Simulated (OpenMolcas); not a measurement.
# CHFO (formyl fluoride), step by step

Aim: the energy (UHF/STO-3G), then a single-point energy (CASSCF(4,4)/STO-3G), then the energy (CASPT2(4,4)/STO-3G), then a single-point energy (SC-NEVPT2(4,4)/STO-3G), then the energy (MRCI(4,4)/STO-3G) of CHFO (formyl fluoride). 

Program for the calculation: OpenMolcas 26.06.

1 further run of the same task is left out (for a known fault of the program).

**1. The system as given**

CHFO: 4 atoms, total charge 0, spin state singlet. SMILES: `O=CF`. The C2–H4 distance was set to 2.194 Å, away from the relaxed value. At this shape a bond of the SMILES string is far longer than usual.

Bond lengths: O1–C2 1.174 Å, C2–F3 1.336 Å. Angles: O1–C2–F3 122.9°.

**2. The energy at UHF/STO-3G (run 1)**

The input, coord.xyz:

```xyz
4

O     -1.286267    -0.554396     1.516888
C     -0.443327    -0.688056     0.710768
F      0.188273    -1.847386     0.507328
H      0.350540     0.823120    -0.667550
```

The input, step1.inp:

```
>>> EXPORT MOLCAS_PRINT=2
&gateway
baslib=$CurrDir
coord=coord.xyz
basis=STO-3G
group=NoSym
&seward
&scf
uhf
scramble=0.25
prorbitals=1 1
```

The basis set STO-3G is read from a file made from the Basis Set Exchange's data (not shown).

Started as:

```console
$ export MOLCAS_MEM=1860
$ pymolcas step1.inp > step1.log
```

The log of the run, shortened:

```text
--- Start Module: gateway ---
[...]
--- Stop Module: gateway /rc=_RC_ALL_IS_WELL_ ---
--- Start Module: seward ---
[...]
      Basis functions           16
--- Stop Module: seward /rc=_RC_ALL_IS_WELL_ ---
--- Start Module: scf ---
[...]
       Convergence after  26 Iterations
[...]
::    Total SCF energy                               -209.6823533256
[...]
      Total spin, S                                     0.6087248629
[...]
      Total electronic charge=   24.000000
      Total            charge=   -0.000000
[...]
      Dipole Moment (debye):
      Origin of the operator (angstrom)=   -0.4576   -1.0706    0.8699
                   X=  5.6598E-01               Y=  4.4372E-02               Z= -5.9198E-01           Total=  8.2021E-01
      Quadrupole Moment (debye*angstrom):
[...]
--- Stop Module: scf /rc=_RC_ALL_IS_WELL_ ---
[...]
```

Wall time 2 s (1 thread of Arm Neoverse V1, shared host); peak memory 0.37 GiB.

**3. A single-point energy at CASSCF(4,4)/STO-3G (run 2)**

coord.xyz is that of step 2.

The input, step2.input:

```
&GATEWAY
 BasLib
 $CurrDir
 Coord
 coord.xyz
 Basis
 STO-3G
 Group
 NoSym

&SEWARD

&RASSCF
 FileOrb
 $CurrDir/step1.UnaOrb
 Spin
 1
 Nactel
 4 0 0
 Inactive
 10
 Ras2
 4
 OrbListing
 Nothing
 OrbAppear
 Compact
```

The basis set STO-3G is read from a file made from the Basis Set Exchange's data (not shown).

Started as:

```console
$ export MOLCAS_MEM=1860
$ pymolcas step2.input > step2.log
```

The log of the run, shortened:

```text
--- Start Module: gateway ---
[...]
--- Stop Module: gateway /rc=_RC_ALL_IS_WELL_ ---
--- Start Module: seward ---
[...]
      Basis functions           16
--- Stop Module: seward /rc=_RC_ALL_IS_WELL_ ---
--- Start Module: rasscf ---
[...]
      Number of active orbitals                  4
[...]
      Spin quantum number                      0.0
[...]
      Active orbitals                            4
[...]
      Number of CSFs                            20
[...]
      Number of root(s) required                 1
[...]
      Convergence after 11 iterations
[...]
      printout of CI-coefficients larger than  0.05 for root  1
      energy=    -209.736238
      conf/sym  1111     Coeff  Weight
             1  2200  -0.86067 0.74075
             6  2020   0.45510 0.20712
            10  udud   0.07531 0.00567
            14  0202   0.18813 0.03539
            20  0022  -0.09952 0.00990
      Natural orbitals and occupation numbers for root  1
      sym 1:   1.902586   1.559102   0.440862   0.097451
      ************************************************************************************************************************
      *                                                    Final results                                                     *
[...]
::    RASSCF root number  1 Total energy:   -209.73623781
[...]
      Total electronic charge=   24.000000
      Total            charge=   -0.000000
[...]
      Dipole Moment (debye):
      Origin of the operator (angstrom)=   -0.4576   -1.0706    0.8699
                   X=  4.0368E-01               Y=  2.1687E-01               Z= -4.9227E-01           Total=  6.7255E-01
      Quadrupole Moment (debye*angstrom):
[...]
--- Stop Module: rasscf /rc=_RC_ALL_IS_WELL_ ---
[...]
```

Run time: 1.7 s. Hardware: 1 thread of Arm Neoverse V1, shared host; peak memory 0.37 GiB.

**4. The energy at CASPT2(4,4)/STO-3G (run 3)**

coord.xyz is that of step 3.

The input, step3.inp:

```
&GATEWAY
BASLIB=$CurrDir
COORD=coord.xyz
BASIS=STO-3G
GROUP=NoSym
&SEWARD
&RASSCF
FILEORB=$CurrDir/step2.RasOrb
SPIN=1
NACTEL=4 0 0
INACTIVE=10
RAS2=4
ORBLISTING=Nothing
ORBAPPEAR=Compact
&CASPT2
IMAGINARY=0.1
FROZEN=3
```

The basis set STO-3G is read from a file made from the Basis Set Exchange's data (not shown).

Started as:

```console
$ export MOLCAS_MEM=1860
$ pymolcas step3.inp > step3.log
```

The log of the run, shortened:

```text
--- Start Module: gateway ---
[...]
--- Stop Module: gateway /rc=_RC_ALL_IS_WELL_ ---
[...]
      Basis functions           16
[...]
--- Start Module: rasscf ---
[...]
      Number of active orbitals                  4
[...]
      Spin quantum number                      0.0
[...]
      Active orbitals                            4
[...]
      Number of CSFs                            20
[...]
      Number of root(s) required                 1
[...]
      Convergence after  4 iterations
[...]
      printout of CI-coefficients larger than  0.05 for root  1
      energy=    -209.736238
      conf/sym  1111     Coeff  Weight
             1  2200  -0.86067 0.74075
             6  2020   0.45510 0.20711
            10  udud   0.07531 0.00567
            14  0202   0.18813 0.03539
            20  0022  -0.09952 0.00990
      Natural orbitals and occupation numbers for root  1
      sym 1:   1.902584   1.559104   0.440859   0.097453
      ************************************************************************************************************************
      *                                                    Final results                                                     *
[...]
::    RASSCF root number  1 Total energy:   -209.73623781
[...]
      Total electronic charge=   24.000000
      Total            charge=   -0.000000
[...]
      Dipole Moment (debye):
      Origin of the operator (angstrom)=   -0.4576   -1.0706    0.8699
                   X=  4.0370E-01               Y=  2.1689E-01               Z= -4.9230E-01           Total=  6.7259E-01
      Quadrupole Moment (debye*angstrom):
[...]
--- Stop Module: rasscf /rc=_RC_ALL_IS_WELL_ ---
--- Start Module: caspt2 ---
[...]
 ###    WARNING: User changed nr of frozen orbitals.                         ###
 ###############################################################################
[...]
      E2 (Variational):          -0.0928945243
      Total energy:            -209.8291323369
[...]
      Reference weight:           0.95880
[...]
::    CASPT2 Root  1     Total energy:   -209.82913234
[...]
--- Stop Module: caspt2 /rc=_RC_ALL_IS_WELL_ ---
[...]
```

It took 1.7 s on 1 thread of Arm Neoverse V1, shared host; peak memory 0.37 GiB.

**5. A single-point energy at SC-NEVPT2(4,4)/STO-3G (run 4)**

coord.xyz is that of step 4.

The input, step4.inp:

```
&GATEWAY
BasLib=$CurrDir
Coord=coord.xyz
Basis=STO-3G
Group=NoSym
&SEWARD
&RASSCF
FileOrb=$CurrDir/step2.RasOrb
Spin=1
Nactel=4 0 0
Inactive=10
Ras2=4
OrbListing=Nothing
OrbAppear=Compact
&CASPT2
SC-NEVPT2
Frozen=3
```

The basis set STO-3G is read from a file made from the Basis Set Exchange's data (not shown).

Started as:

```console
$ export MOLCAS_MEM=1860
$ pymolcas step4.inp > step4.log
```

The log of the run, shortened:

```text
--- Start Module: gateway ---
[...]
--- Stop Module: gateway /rc=_RC_ALL_IS_WELL_ ---
[...]
      Basis functions           16
[...]
--- Start Module: rasscf ---
[...]
      Number of active orbitals                  4
[...]
      Spin quantum number                      0.0
[...]
      Active orbitals                            4
[...]
      Number of CSFs                            20
[...]
      Number of root(s) required                 1
[...]
      Convergence after  4 iterations
[...]
      printout of CI-coefficients larger than  0.05 for root  1
      energy=    -209.736238
      conf/sym  1111     Coeff  Weight
             1  2200  -0.86067 0.74075
             6  2020   0.45510 0.20711
            10  udud   0.07531 0.00567
            14  0202   0.18813 0.03539
            20  0022  -0.09952 0.00990
      Natural orbitals and occupation numbers for root  1
      sym 1:   1.902584   1.559104   0.440859   0.097453
      ************************************************************************************************************************
      *                                                    Final results                                                     *
[...]
::    RASSCF root number  1 Total energy:   -209.73623781
[...]
      Total electronic charge=   24.000000
      Total            charge=   -0.000000
[...]
      Dipole Moment (debye):
      Origin of the operator (angstrom)=   -0.4576   -1.0706    0.8699
                   X=  4.0370E-01               Y=  2.1689E-01               Z= -4.9230E-01           Total=  6.7259E-01
      Quadrupole Moment (debye*angstrom):
[...]
--- Stop Module: rasscf /rc=_RC_ALL_IS_WELL_ ---
--- Start Module: caspt2 ---
[...]
 ###    WARNING: User changed nr of frozen orbitals.                         ###
 ###############################################################################
[...]
      E2 (Variational):          -0.0912281868
[...]
      E2 (Variational):          -0.0907532373
      Total energy:            -209.8269910498
[...]
      Reference weight:           0.96095
[...]
::    SC-NEVPT2 Root  1     Total energy:   -209.82699105
[...]
--- Stop Module: caspt2 /rc=_RC_ALL_IS_WELL_ ---
[...]
```

Run time: 1.6 s. Hardware: 1 thread of Arm Neoverse V1, shared host; peak memory 0.37 GiB.

**6. The energy at MRCI(4,4)/STO-3G (run 5)**

coord.xyz is that of step 5.

The input, step5.inp:

```
&GATEWAY
  BasLib=$CurrDir
  Coord=coord.xyz
  Basis=STO-3G
  Group=NoSym

&SEWARD

&RASSCF
  FileOrb=$CurrDir/step2.RasOrb
  Spin=1
  Nactel=4 0 0
  Inactive=10
  Ras2=4
  OrbListing=Nothing
  OrbAppear=Compact

&MOTRA
  LumOrb
  Frozen=3

&GUGA
  Electrons=18
  Spin=1
  Inactive=7
  Active=4
  CIAll=1

&MRCI
  SDCI
```

The basis set STO-3G is read from a file made from the Basis Set Exchange's data (not shown).

Started as:

```console
$ export MOLCAS_MEM=1860
$ pymolcas step5.inp > step5.log
```

The log of the run, shortened:

```text
--- Start Module: gateway ---
[...]
--- Stop Module: gateway /rc=_RC_ALL_IS_WELL_ ---
[...]
      Basis functions           16
[...]
      Number of active orbitals                  4
[...]
      Spin quantum number                      0.0
[...]
      Active orbitals                            4
[...]
      Number of CSFs                            20
[...]
      Number of root(s) required                 1
[...]
      Convergence after  4 iterations
[...]
      printout of CI-coefficients larger than  0.05 for root  1
      energy=    -209.736238
      conf/sym  1111     Coeff  Weight
             1  2200  -0.86067 0.74075
             6  2020   0.45510 0.20711
            10  udud   0.07531 0.00567
            14  0202   0.18813 0.03539
            20  0022  -0.09952 0.00990
      Natural orbitals and occupation numbers for root  1
      sym 1:   1.902584   1.559104   0.440859   0.097453
      ************************************************************************************************************************
      *                                                    Final results                                                     *
[...]
::    RASSCF root number  1 Total energy:   -209.73623781
[...]
      Dipole Moment (debye):
      Origin of the operator (angstrom)=   -0.4576   -1.0706    0.8699
                   X=  4.0370E-01               Y=  2.1689E-01               Z= -4.9230E-01           Total=  6.7259E-01
      Quadrupole Moment (debye*angstrom):
[...]
      *** WARNING: Default frozen orbitals is overwritten by user input.
      *** Default values:   3
[...]
--- Start Module: guga ---
[...]
--- Stop Module: guga /rc=_RC_ALL_IS_WELL_ ---
--- Start Module: mrci ---
[...]
       (But an ACPF correction will be computed)
       USE THE DEFAULT ACPF G-VALUE GFAC=  0.11111111111111110
[...]
                      CI ENERGY:  -209.84769816
[...]
                ACPF CORRECTION:    -0.00834006
[...]
      Total electronic charge=   24.000000
      Total            charge=   -0.000000
[...]
     ACPF CORRECTION:     -0.00834006
[...]
  CI State   1     Total energy:   -209.84769816     QDav:     -0.00947115     QACPF:     -0.00834006
[...]
--- Stop Module: mrci /rc=_RC_ALL_IS_WELL_ ---
[...]
```

Wall time 3.3 s (1 thread of Arm Neoverse V1, shared host); peak memory 0.37 GiB.

**7. What came out**

| quantity | value |
| --- | --- |
| run 1, UHF/STO-3G: total energy | -209.68235 Eh |
| run 1, UHF/STO-3G: dipole moment | 0.82 D |
| run 1, UHF/STO-3G: HOMO energy | -9.25 eV |
| run 1, UHF/STO-3G: LUMO energy | 6.24 eV |
| run 1, UHF/STO-3G: HOMO–LUMO gap | 15.49 eV |
| run 1, UHF/STO-3G: ⟨S²⟩ | 0.979 |
| run 2, CASSCF(4,4)/STO-3G: total energy | -209.73624 Eh |
| run 2, CASSCF(4,4)/STO-3G: dipole moment (CASSCF density) | 0.67 D |
| run 3, CASPT2(4,4)/STO-3G: total energy | -209.82913 Eh |
| run 3, CASPT2(4,4)/STO-3G: dipole moment (CASSCF density) | 0.67 D |
| run 4, SC-NEVPT2(4,4)/STO-3G: total energy | -209.82699 Eh |
| run 4, SC-NEVPT2(4,4)/STO-3G: dipole moment (CASSCF density) | 0.67 D |
| run 5, MRCI(4,4)/STO-3G: total energy | -209.84770 Eh |
| run 5, MRCI(4,4)/STO-3G: dipole moment (CASSCF density) | 0.67 D |

⟨S²⟩ (run 1, UHF/STO-3G) is 0.98 where a pure singlet has 0.00: the reference is spin-contaminated. Mulliken charges (run 1, UHF/STO-3G) run from -0.21 on O1 to +0.32 on C2. Mulliken charges (run 2, CASSCF(4,4)/STO-3G) run from -0.18 on O1 to +0.30 on C2; they depend strongly on the basis. Mulliken charges (run 4, SC-NEVPT2(4,4)/STO-3G) of the CASSCF density run from -0.18 on O1 to +0.30 on C2; they depend strongly on the basis. Mulliken charges (run 5, MRCI(4,4)/STO-3G) of the CASSCF density run from -0.18 on O1 to +0.30 on C2; they depend strongly on the basis.
